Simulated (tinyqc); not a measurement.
RHF in the sto-3g basis, for H3O+, spin multiplicity 1, step by step (part 2 of 3). Computed by tinyqc, a small Python program that keeps every step (integrals from PySCF). Command: `OMP_NUM_THREADS=1 python tinyqc.py 20917 20918 out.jsonl` (the two numbers bound the seeds that draw the settings). One thread of a shared host (Intel(R) Xeon(R) Processor @ 2.60GHz), about 0.1 s of CPU time with the checks.

Geometry (angstrom):

| atom | x | y | z |
|---|---|---|---|
| O | 0.000000 | 0.000000 | 0.132000 |
| H | 0.926000 | 0.000000 | 0.000000 |
| H | -0.463000 | 0.802000 | 0.000000 |
| H | -0.463000 | -0.802000 | 0.000000 |

## Iteration 1: building the Fock matrix

D at the start:
```
            1O 1s      1O 2s     1O 2px     1O 2py     1O 2pz      2H 1s      3H 1s      4H 1s
1O 1s    1.067296  -0.546329   0.097888   0.004903  -0.778815   0.558041   0.393843   0.245640
1O 2s   -0.546329   3.260240  -1.037945  -0.104542  -0.243834  -1.124787  -0.791610  -1.982164
1O 2px   0.097888  -1.037945   1.797502  -0.183496  -0.081669  -1.006415   1.429247   0.058971
1O 2py   0.004903  -0.104542  -0.183496   2.100148   0.178215   0.918800  -1.148596   0.090484
1O 2pz  -0.778815  -0.243834  -0.081669   0.178215   1.346740   0.288213   0.427770   0.403689
2H 1s    0.558041  -1.124787  -1.006415   0.918800   0.288213   2.099048  -0.680516   1.204044
3H 1s    0.393843  -0.791610   1.429247  -1.148596   0.427770  -0.680516   2.877160   0.149127
4H 1s    0.245640  -1.982164   0.058971   0.090484   0.403689   1.204044   0.149127   1.459936
```

core Hamiltonian H = T + V (hartree):
```
             1O 1s      1O 2s     1O 2px     1O 2py     1O 2pz      2H 1s      3H 1s      4H 1s
1O 1s   -33.312432  -7.752819  -0.000003   0.000000   0.006882  -1.875021  -1.874791  -1.874791
1O 2s    -7.752819  -9.915211  -0.000027   0.000000   0.080259  -4.090467  -4.090120  -4.090120
1O 2px   -0.000003  -0.000027  -8.182903   0.000000   0.000004  -2.769001   1.384333   1.384333
1O 2py    0.000000   0.000000   0.000000  -8.182902   0.000000   0.000000  -2.397932   2.397932
1O 2pz    0.006882   0.080259   0.000004   0.000000  -7.997432   0.418741   0.418694   0.418694
2H 1s    -1.875021  -4.090467  -2.769001   0.000000   0.418741  -5.471447  -1.545788  -1.545788
3H 1s    -1.874791  -4.090120   1.384333  -2.397932   0.418694  -1.545788  -5.471224  -1.545579
4H 1s    -1.874791  -4.090120   1.384333   2.397932   0.418694  -1.545788  -1.545579  -5.471224
```

nuclear repulsion = 14.56718603 hartree

Given earlier and not repeated: Two-electron integrals (ij|kl) in chemists' order.

J_ij = sum D_kl (ij|kl), K_ij = sum D_kl (ik|jl); F = H + J - 0.5 K; E = tr D H + tr D J / 2 - 0.25 tr D K + E_nn.

Coulomb J (hartree):
```
            1O 1s      1O 2s     1O 2px     1O 2py     1O 2pz      2H 1s      3H 1s      4H 1s
1O 1s   12.926440   2.609446  -0.060291   0.001131  -0.034508   0.625410   0.632296   0.632139
1O 2s    2.609446   7.302958  -0.291328   0.051286  -0.047532   3.004783   3.169739   3.109742
1O 2px  -0.060291  -0.291328   7.302518   0.003068  -0.012802   2.184630  -1.297705  -1.267477
1O 2py   0.001131   0.051286   0.003068   7.359583   0.010967   0.024313   2.120890  -2.021465
1O 2pz  -0.034508  -0.047532  -0.012802   0.010967   7.232841  -0.339366  -0.350626  -0.345494
2H 1s    0.625410   3.004783   2.184630   0.024313  -0.339366   4.734249   1.197041   1.173110
3H 1s    0.632296   3.169739  -1.297705   2.120890  -0.350626   1.197041   5.214791   1.225703
4H 1s    0.632139   3.109742  -1.267477  -2.021465  -0.345494   1.173110   1.225703   4.923027
```

exchange K (hartree):
```
            1O 1s      1O 2s     1O 2px     1O 2py     1O 2pz      2H 1s      3H 1s      4H 1s
1O 1s    5.100963   1.217710  -0.071150   0.062496  -0.906941   0.501224   0.510622   0.378223
1O 2s    1.217710   2.028811  -0.719372   0.087860  -0.016083   0.655268   1.058446   0.784764
1O 2px  -0.071150  -0.719372   1.369406   0.296955  -0.121053   0.088004  -0.292550  -0.536109
1O 2py   0.062496   0.087860   0.296955   1.970393   0.151945   0.222972   0.544173  -0.650126
1O 2pz  -0.906941  -0.016083  -0.121053   0.151945   1.556316  -0.019128   0.099959   0.022188
2H 1s    0.501224   0.655268   0.088004   0.222972  -0.019128   0.916309   0.412800   0.324254
3H 1s    0.510622   1.058446  -0.292550   0.544173   0.099959   0.412800   1.481615   0.324870
4H 1s    0.378223   0.784764  -0.536109  -0.650126   0.022188   0.324254   0.324870   1.061836
```

Fock matrix F (hartree):
```
             1O 1s      1O 2s     1O 2px     1O 2py     1O 2pz      2H 1s      3H 1s      4H 1s
1O 1s   -22.936474  -5.752227  -0.024719  -0.030117   0.425844  -1.500223  -1.497807  -1.431763
1O 2s    -5.752227  -3.626658   0.068331   0.007356   0.040768  -1.413318  -1.449605  -1.372760
1O 2px   -0.024719   0.068331  -1.565088  -0.145410   0.047729  -0.628374   0.232903   0.384911
1O 2py   -0.030117   0.007356  -0.145410  -1.808516  -0.065006  -0.087173  -0.549129   0.701530
1O 2pz    0.425844   0.040768   0.047729  -0.065006  -1.542749   0.088939   0.018088   0.062106
2H 1s    -1.500223  -1.413318  -0.628374  -0.087173   0.088939  -1.195352  -0.555147  -0.534805
3H 1s    -1.497807  -1.449605   0.232903  -0.549129   0.018088  -0.555147  -0.997240  -0.482311
4H 1s    -1.431763  -1.372760   0.384911   0.701530   0.062106  -0.534805  -0.482311  -1.079115
```

total energy of this density = -51.38696787 hartree

This density is the starting one.

## Iteration 1: diagonalisation and new density

X:
```
            1O 1s      1O 2s     1O 2px     1O 2py     1O 2pz      2H 1s      3H 1s      4H 1s
1O 1s    1.025255  -0.153400  -0.000001   0.000000   0.003466   0.020922   0.020921   0.020921
1O 2s   -0.153400   1.365043   0.000022   0.000000  -0.038893  -0.291629  -0.291589  -0.291589
1O 2px  -0.000001   0.000022   1.140816   0.000000  -0.000003  -0.298694   0.149330   0.149330
1O 2py   0.000000   0.000000   0.000000   1.140812   0.000000   0.000000  -0.258657   0.258657
1O 2pz   0.003466  -0.038893  -0.000003   0.000000   1.004409   0.033168   0.033162   0.033162
2H 1s    0.020922  -0.291629  -0.298694   0.000000   0.033168   1.230798  -0.076198  -0.076198
3H 1s    0.020921  -0.291589   0.149330  -0.258657   0.033162  -0.076198   1.230757  -0.076187
4H 1s    0.020921  -0.291589   0.149330   0.258657   0.033162  -0.076198  -0.076187   1.230757
```

overlap S:
```
           1O 1s     1O 2s     1O 2px     1O 2py     1O 2pz      2H 1s      3H 1s      4H 1s
1O 1s   1.000000  0.236704   0.000000   0.000000   0.000000   0.056844   0.056837   0.056837
1O 2s   0.236704  1.000000   0.000000   0.000000   0.000000   0.489245   0.489210   0.489210
1O 2px  0.000000  0.000000   1.000000   0.000000   0.000000   0.396921  -0.198441  -0.198441
1O 2py  0.000000  0.000000   0.000000   1.000000   0.000000   0.000000   0.343735  -0.343735
1O 2pz  0.000000  0.000000   0.000000   0.000000   1.000000  -0.056580  -0.056575  -0.056575
2H 1s   0.056844  0.489245   0.396921   0.000000  -0.056580   1.000000   0.220807   0.220807
3H 1s   0.056837  0.489210  -0.198441   0.343735  -0.056575   0.220807   1.000000   0.220778
4H 1s   0.056837  0.489210  -0.198441  -0.343735  -0.056575   0.220807   0.220778   1.000000
```

Diagonalise F' = X^T F X, C = X C', fill 5 alpha and 5 beta electrons from the bottom; D = 2 C_occ C_occ^T; the new density keeps 0.5 of the old one (damping). Each column has its largest component positive (the first on a tie).

F' = X^T F X (hartree):
```
            1          2          3          4          5          6          7          8
1  -22.548292  -2.768566  -0.028900  -0.021041   0.429339  -0.349370  -0.340571  -0.284932
2   -2.768566  -2.456045   0.092763   0.026622  -0.006725  -0.374194  -0.486900  -0.342780
3   -0.028900   0.092763  -1.475383  -0.093456   0.038702  -0.259397   0.054605   0.196755
4   -0.021041   0.026622  -0.093456  -1.689986  -0.062270  -0.100440  -0.228727   0.360192
5    0.429339  -0.006725   0.038702  -0.062270  -1.546694   0.012620  -0.031139  -0.012490
6   -0.349370  -0.374194  -0.259397  -0.100440   0.012620  -0.684333  -0.086899  -0.172531
7   -0.340571  -0.486900   0.054605  -0.228727  -0.031139  -0.086899  -0.418698  -0.097338
8   -0.284932  -0.342780   0.196755   0.360192  -0.012490  -0.172531  -0.097338  -0.467773
```

orbital energies (hartree): MO1 -22.950490, MO2 -2.339320, MO3 -1.882861, MO4 -1.573743, MO5 -1.451904, MO6 -0.606013, MO7 -0.305261, MO8 -0.177611

coefficients C:
```
              MO1        MO2        MO3        MO4        MO5        MO6        MO7        MO8
1O 1s    0.995572  -0.262938  -0.017574   0.049476   0.019242   0.089761   0.063819  -0.021163
1O 2s    0.018013   1.083816   0.069765  -0.136088  -0.076872  -0.777554  -0.558345   0.151215
1O 2px   0.000459  -0.124021   0.348880  -0.598270   0.704687  -0.386197   0.465088   0.279668
1O 2py   0.000067  -0.065264   0.899294   0.172929  -0.393040   0.188357  -0.094789   0.627232
1O 2pz  -0.020008   0.074943   0.131978   0.771544   0.625314   0.056367   0.022347  -0.015852
2H 1s    0.000185  -0.031248   0.062427  -0.005520   0.029476   1.120187  -0.460900  -0.478807
3H 1s    0.000330  -0.022314  -0.010102  -0.018374   0.101114  -0.020917   1.052441  -0.763484
4H 1s   -0.003449  -0.083399  -0.039736   0.034994   0.057942   0.553403   0.603307   1.009345
```

D after iteration 1:
```
            1O 1s      1O 2s     1O 2px     1O 2py     1O 2pz      2H 1s      3H 1s      4H 1s
1O 1s    1.597075  -0.549647   0.059839   0.004868  -0.381147   0.286618   0.204331   0.144860
1O 2s   -0.549647   2.834398  -0.601795  -0.053585  -0.184912  -0.593417  -0.425960  -1.093522
1O 2px   0.059839  -0.601795   1.890360  -0.150336  -0.025036  -0.453478   0.796113   0.045859
1O 2py   0.004868  -0.053585  -0.150336   2.047448   0.090551   0.505039  -0.624846  -0.001772
1O 2pz  -0.381147  -0.184912  -0.025036   0.090551   1.683103   0.164173   0.259924   0.253650
2H 1s    0.286618  -0.593417  -0.453478   0.505039   0.164173   1.055297  -0.337109   0.603661
3H 1s    0.204331  -0.425960   0.796113  -0.624846   0.259924  -0.337109   1.449742   0.082040
4H 1s    0.144860  -1.093522   0.045859  -0.001772   0.253650   0.603661   0.082040   0.743096
```

## Iteration 2: building the Fock matrix

As before.

Coulomb J (hartree):
```
            1O 1s      1O 2s     1O 2px     1O 2py     1O 2pz      2H 1s      3H 1s      4H 1s
1O 1s   15.720560   3.068962  -0.031707  -0.000546  -0.018881   0.739287   0.742782   0.742832
1O 2s    3.068962   8.035711  -0.148239   0.017909  -0.029788   3.282807   3.360938   3.336023
1O 2px  -0.031707  -0.148239   8.031875  -0.000372  -0.006395   2.401000  -1.301406  -1.287980
1O 2py  -0.000546   0.017909  -0.000372   8.058121   0.005741   0.009138   2.186846  -2.146321
1O 2pz  -0.018881  -0.029788  -0.006395   0.005741   7.998415  -0.358006  -0.362821  -0.360970
2H 1s    0.739287   3.282807   2.401000   0.009138  -0.358006   4.960983   1.263003   1.252896
3H 1s    0.742782   3.360938  -1.301406   2.186846  -0.362821   1.263003   5.180863   1.277480
4H 1s    0.742832   3.336023  -1.287980  -2.146321  -0.360970   1.252896   1.277480   5.052093
```

exchange K (hartree):
```
            1O 1s      1O 2s     1O 2px     1O 2py     1O 2pz      2H 1s      3H 1s      4H 1s
1O 1s    7.470286   1.464340  -0.036316   0.030143  -0.454126   0.468090   0.472283   0.406279
1O 2s    1.464340   2.445883  -0.367812   0.035605  -0.016098   0.897453   1.090793   0.947936
1O 2px  -0.036316  -0.367812   1.855410   0.137080  -0.060493   0.412461  -0.302818  -0.436684
1O 2py   0.030143   0.035605   0.137080   2.154408   0.077474   0.115776   0.559039  -0.643304
1O 2pz  -0.454126  -0.016098  -0.060493   0.077474   1.957124  -0.055723   0.011593  -0.026951
2H 1s    0.468090   0.897453   0.412461   0.115776  -0.055723   0.865924   0.393505   0.335897
3H 1s    0.472283   1.090793  -0.302818   0.559039   0.011593   0.393505   1.097035   0.331546
4H 1s    0.406279   0.947936  -0.436684  -0.643304  -0.026951   0.335897   0.331546   0.910593
```

Fock matrix F (hartree):
```
             1O 1s      1O 2s     1O 2px     1O 2py     1O 2pz      2H 1s      3H 1s      4H 1s
1O 1s   -21.327015  -5.416027  -0.013552  -0.015618   0.215064  -1.369779  -1.368151  -1.335099
1O 2s    -5.416027  -3.102442   0.035639   0.000106   0.058520  -1.256386  -1.274578  -1.228065
1O 2px   -0.013552   0.035639  -1.078733  -0.068912   0.023856  -0.574232   0.234336   0.314695
1O 2py   -0.015618   0.000106  -0.068912  -1.201985  -0.032996  -0.048750  -0.490605   0.573263
1O 2pz    0.215064   0.058520   0.023856  -0.032996  -0.977579   0.088596   0.050076   0.071199
2H 1s    -1.369779  -1.256386  -0.574232  -0.048750   0.088596  -0.943426  -0.479538  -0.460841
3H 1s    -1.368151  -1.274578   0.234336  -0.490605   0.050076  -0.479538  -0.838879  -0.433873
4H 1s    -1.335099  -1.228065   0.314695   0.573263   0.071199  -0.460841  -0.433873  -0.874427
```

total energy of this density = -63.11950968 hartree

This density is a damped mixture and is not idempotent.

## Iteration 2: DIIS over 2 matrices

error matrix X^T (FDS - SDF) X:
```
           1          2          3          4          5          6          7          8
1   0.000000  -1.471794   0.652004  -0.471123   7.981918  -4.447769  -4.003033  -0.475061
2   1.471794   0.000000   0.300688   0.104587   0.900529  -0.660823  -0.636745   0.376453
3  -0.652004  -0.300688   0.000000  -0.042095   0.031754   0.172909  -0.338526  -0.358703
4   0.471123  -0.104587   0.042095   0.000000  -0.010938   0.017106   0.213632  -0.163551
5  -7.981918  -0.900529  -0.031754   0.010938   0.000000  -0.117262  -0.145360  -0.172653
6   4.447769   0.660823  -0.172909  -0.017106   0.117262   0.000000  -0.070659   0.104665
7   4.003033   0.636745   0.338526  -0.213632   0.145360   0.070659   0.000000   0.276979
8   0.475061  -0.376453   0.358703   0.163551   0.172653  -0.104665  -0.276979   0.000000
```

B (overlaps of the stored error matrices):
```
               1              2
1  9.3268480e+02  4.4202982e+02
2  4.4202982e+02  2.0991823e+02
```

Minimise |sum c_i e_i|^2 with sum c_i = 1: solve [B -1; -1 0][c; lambda] = [0; -1] with B_ij = tr e_i^T e_j, and take F = sum c_i F_i.

DIIS coefficients: -0.897766  1.897766

extrapolated F (hartree):
```
             1O 1s      1O 2s     1O 2px     1O 2py     1O 2pz      2H 1s      3H 1s      4H 1s
1O 1s   -19.882097  -5.114198  -0.003526  -0.002601   0.025833  -1.252671  -1.251751  -1.248317
1O 2s    -5.114198  -2.631817   0.006290  -0.006402   0.074456  -1.115498  -1.117446  -1.098163
1O 2px   -0.003526   0.006290  -0.642100  -0.000235   0.002424  -0.525626   0.235622   0.251658
1O 2py   -0.002601  -0.006402  -0.000235  -0.657462  -0.004258  -0.014255  -0.438065   0.458110
1O 2pz    0.025833   0.074456   0.002424  -0.004258  -0.470189   0.088288   0.078793   0.079362
2H 1s    -1.252671  -1.115498  -0.525626  -0.014255   0.088288  -0.717254  -0.411658  -0.394439
3H 1s    -1.251751  -1.117446   0.235622  -0.438065   0.078793  -0.411658  -0.696707  -0.390386
4H 1s    -1.248317  -1.098163   0.251658   0.458110   0.079362  -0.394439  -0.390386  -0.690666
```

## Iteration 2: diagonalisation and new density

As before.

F' = X^T F X (hartree):
```
            1          2          3          4          5          6          7          8
1  -19.493745  -2.683070  -0.005502  -0.001528   0.027656  -0.212713  -0.212600  -0.212042
2   -2.683070  -1.299033   0.023030  -0.006339   0.017469  -0.486995  -0.487974  -0.468256
3   -0.005502   0.023030  -0.351855   0.011601  -0.001459  -0.511228   0.222623   0.244602
4   -0.001528  -0.006339   0.011601  -0.367354  -0.004230  -0.017079  -0.415454   0.447569
5    0.027656   0.017469  -0.001459  -0.004230  -0.463621   0.055153   0.045260   0.044061
6   -0.212713  -0.486995  -0.511228  -0.017079   0.055153  -0.115336  -0.109487  -0.104848
7   -0.212600  -0.487974   0.222623  -0.415454   0.045260  -0.109487  -0.107337  -0.101063
8   -0.212042  -0.468256   0.244602   0.447569   0.044061  -0.104848  -0.101063  -0.095063
```

orbital energies (hartree): MO1 -19.893157, MO2 -1.441090, MO3 -0.829308, MO4 -0.802438, MO5 -0.465412, MO6 0.226256, MO7 0.431026, MO8 0.480779

coefficients C:
```
              MO1        MO2        MO3        MO4        MO5        MO6        MO7        MO8
1O 1s    0.993094  -0.240294   0.004709   0.004689  -0.024626  -0.176402  -0.013175  -0.009229
1O 2s    0.032195   0.847991  -0.021650  -0.033600   0.115028   1.182224   0.088411   0.055312
1O 2px   0.000134  -0.003097   0.368027   0.585823   0.019094  -0.059099   0.657173   0.721736
1O 2py   0.000085   0.003973   0.581485  -0.385352  -0.005863   0.019451  -0.710955   0.665396
1O 2pz  -0.002397  -0.058896   0.002069  -0.018292   0.992541  -0.156055  -0.013526  -0.013195
2H 1s   -0.005867   0.117791   0.235139   0.349559  -0.018130  -0.582408  -0.746079  -0.784044
3H 1s   -0.005843   0.115372   0.176958  -0.328569  -0.027084  -0.752501   0.958998  -0.250705
4H 1s   -0.006028   0.093744  -0.401798   0.040594  -0.013460  -0.695769  -0.365654   0.955116
```

D after iteration 2:
```
            1O 1s      1O 2s     1O 2px     1O 2py     1O 2pz      2H 1s      3H 1s      4H 1s
1O 1s    1.843166  -0.449710   0.034806   0.002639  -0.203320   0.112370   0.068599   0.042547
1O 2s   -0.449710   2.152154  -0.328974  -0.023737  -0.027737  -0.215933  -0.111240  -0.461675
1O 2px   0.034806  -0.328974   1.424187  -0.087039  -0.003338   0.063866   0.269823  -0.101710
1O 2py   0.002639  -0.023737  -0.087039   1.510395   0.047474   0.255120  -0.082293  -0.249717
1O 2pz  -0.203320  -0.027737  -0.003338   0.047474   1.830502   0.051260   0.102676   0.106385
2H 1s    0.112370  -0.215933   0.063866   0.255120   0.051260   0.719368  -0.227684   0.232864
3H 1s    0.068599  -0.111240   0.269823  -0.082293   0.102676  -0.227684   0.878221  -0.032204
4H 1s    0.042547  -0.461675  -0.101710  -0.249717   0.106385   0.232864  -0.032204   0.543643
```
